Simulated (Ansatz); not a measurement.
**BSiC (quartet): from Hartree-Fock to the top rungs, def2-QZVPP**

The task here is to estimate one member of a computed series from the others.

The runs use Ansatz 0.2.0, Gaussian basis; def2-QZVPP, core rule «outside noble gas», up to 7 orbitals frozen.

To be run: UHF; ROHF; CCSD(T) on UHF.

2 further runs of the same task are left out: 2 set aside as unsound or not needed.

**The system**

The geometry is a PBE0/def2-TZVP stationary point (not a proven minimum) of the parent state, kept for this charge and spin.

3 atoms, charge 0, spin multiplicity 4.

Atoms are counted from 1 here; the program's logs count them from 0.

Bond lengths: B1–C2 1.370 Å, C2–Si3 1.676 Å. Angles: B1–C2–Si3 180.0°.

Set-up of the first run:

in.yaml reads:

```yaml
crystal:
  periodic: [false, false, false]
  atoms:
    - {symbol: B, position_ang: [0.000000, 0.000000, -1.472133]}
    - {symbol: C, position_ang: [0.000000, 0.000000, -0.102133]}
    - {symbol: Si, position_ang: [0.000000, 0.000000, 1.574267]}
basis:
  gaussian: {orbitals: "def2-QZVPP.json"}
magnetization: {spin_polarized: true, initial_magnetization: 3}
hamiltonian: {xc: hf}
output: {orbitals: {seedname: orbitals}}
```

Command:

```sh
$ ansatz run in.yaml --threads 1 --pin off --events-out ev --progress --plain --max-ram 4096MiB --backend cpu
```

Steps of the session up to this table: UHF; ROHF; CCSD(T) on UHF.

One table of the session follows, with a row left open; its other results are not shown here.

It belongs to the step «Misses and costs». 

```
  method  from UCCSD(T) (kJ/mol)
    ROHF                  +841.4
     UHF                  +821.9
    UMP2                  +120.2
   UCCSD                       ?
UCCSD(T)                       0
```

**Question.** Estimate the row for UCCSD.

As computed: from UCCSD(T) (kJ/mol): +45.8. In the column «from UCCSD(T) (kJ/mol)» it lies between UCCSD(T) (0) and UMP2 (+120.2).
